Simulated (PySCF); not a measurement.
# Phosphorus: a sound run and one with changed settings

Sound run: P [Ne] 3s2 3p3, P⁺ [Ne] 3s2 3p2. Computed with PySCF 2.14 in cc-pVDZ-DK (4s3p1d, 18 functions), with the spin-free X2C one-electron Hamiltonian (Gaussian nucleus). In the sound run the correlated levels freeze [Ne]. The sound run starts from symmetry-adapted Hartree-Fock orbitals and uses a fine grid where one is needed.

Changed run: basis STO-3G, all-electron and non-relativistic. This setting is unsound on purpose.

| species | method | sound run (hartree) | changed run (hartree) | converged |
| --- | --- | --- | --- | --- |
| P | UHF | -341.52339 | -336.86877 | yes |
| P | MN15 | -342.06837 | -336.41712 | yes |
| P | B3LYP | -342.09830 | -337.35851 | yes |
| P | MP2 | -341.58688 | -336.86877 | yes |
| P⁺ | UHF | -341.15877 | -336.62453 | yes |
| P⁺ | MN15 | -341.68688 | -336.14948 | yes |
| P⁺ | B3LYP | -341.71765 | -337.09425 | yes |
| P⁺ | MP2 | -341.20817 | -336.63238 | yes |
| P⁺ | CCSD(T) | -341.22954 | -336.63868 | yes |

Ionisation energy of P:

| method | sound run (eV) | changed run (eV) |
| --- | --- | --- |
| UHF | 9.922 | 6.646 |
| MN15 | 10.381 | 7.283 |
| B3LYP | 10.358 | 7.191 |
| MP2 | 10.305 | 6.433 |
| SCS-MP2 | 10.165 | 6.390 |

A minimal basis cannot let orbitals breathe on ionisation and holds almost no correlation. The Hamiltonian changed with the basis, so the totals do not compare.

For comparison, NIST gives 10.487 eV between the lowest levels.
